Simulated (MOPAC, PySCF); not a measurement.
BCl$_{3}$, SMILES `ClB(Cl)Cl`, neutral singlet in the gas phase. 

Z-matrix (Å, degrees):
```
B
Cl 1 1.7383
Cl 1 1.7383 2 119.99
Cl 1 1.7383 2 120.01 3 -180.00
```
Charge 0, spin multiplicity 1.

All levels are single points at this geometry (ωB97X-D3(BJ)/def2-TZVP); Pople sets use spherical d functions. Orbital energies aren't observables, and empty levels follow the basis.

PM7 in MOPAC gives gap (eV) = 9.69.

Estimate the gap (eV) from each of these levels: PBE-D3(BJ)/def2-TZVP in PySCF; ωB97X-D3(BJ)/def2-TZVP in PySCF; B3LYP/6-311+G** in PySCF; B3LYP/6-31G* in PySCF; B3LYP/LANL2DZ in PySCF; BP86/6-31G* in PySCF; PBE/6-31G* in PySCF; HF/3-21G in PySCF; HF/6-31G* in PySCF; AM1 in MOPAC; PM3 in MOPAC; PM6 in MOPAC.


```json
[
 {"level": "PBE-D3(BJ)/def2-TZVP in PySCF", "gap (eV)": "5.04"},
 {"level": "ωB97X-D3(BJ)/def2-TZVP in PySCF", "gap (eV)": "12.11"},
 {"level": "B3LYP/6-311+G** in PySCF", "gap (eV)": "6.93"},
 {"level": "B3LYP/6-31G* in PySCF", "gap (eV)": "6.97"},
 {"level": "B3LYP/LANL2DZ in PySCF", "gap (eV)": "7.03"},
 {"level": "BP86/6-31G* in PySCF", "gap (eV)": "5.10"},
 {"level": "PBE/6-31G* in PySCF", "gap (eV)": "5.08"},
 {"level": "HF/3-21G in PySCF", "gap (eV)": "14.47"},
 {"level": "HF/6-31G* in PySCF", "gap (eV)": "14.62"},
 {"level": "AM1 in MOPAC", "gap (eV)": "11.21"},
 {"level": "PM3 in MOPAC", "gap (eV)": "10.18"},
 {"level": "PM6 in MOPAC", "gap (eV)": "10.03"}
]
```
